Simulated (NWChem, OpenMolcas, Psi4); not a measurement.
# C4H8 (isobutene): a line through the functionals

The species is C4H8 (12 atoms), meant as a singlet with charge 0. As SMILES, `C=C(C)C`. Geometry: relaxed at PBE0-D4/def2-TZVP.

The HOMO–LUMO gap y, in eV, basis 6-31G(d); a is the functional's share of exact exchange. Programs: NWChem 7.3.0, OpenMolcas 26.06, Psi4 1.11.

| functional | program | a | y (eV) |
| --- | --- | --- | --- |
| PBE | Psi4 | 0 | 5.66 |
| r2SCAN | Psi4 | 0 | 6.08 |
| B3LYP | NWChem | 0.2 | 7.43 |
| PBE0 | OpenMolcas | 0.25 | ? |
| BHLYP | OpenMolcas | 0.5 | 10.10 |

Q: Fit y = c + s·a to the known rows and predict PBE0.

A: 
1. Means of the 4 rows: a = 0.1750, y = 7.317.
2. Σ(Δa)² = 0.1675, Σ(Δa·Δy) = 1.4137, so the slope is 1.4137/0.1675 = 8.44.
3. Intercept: 7.317 − (8.44) × 0.1750 = 5.840. The largest residual of the fit is 0.24.
4. PBE0: 5.840 + (8.44) × 0.25 = 7.95 eV.

The run gave 7.88 eV, so the prediction is off by +0.07 eV, within the scatter of the fit. Exact exchange lowers occupied levels and raises empty ones. The rows mix families of semi-local functionals, which the line can't see.
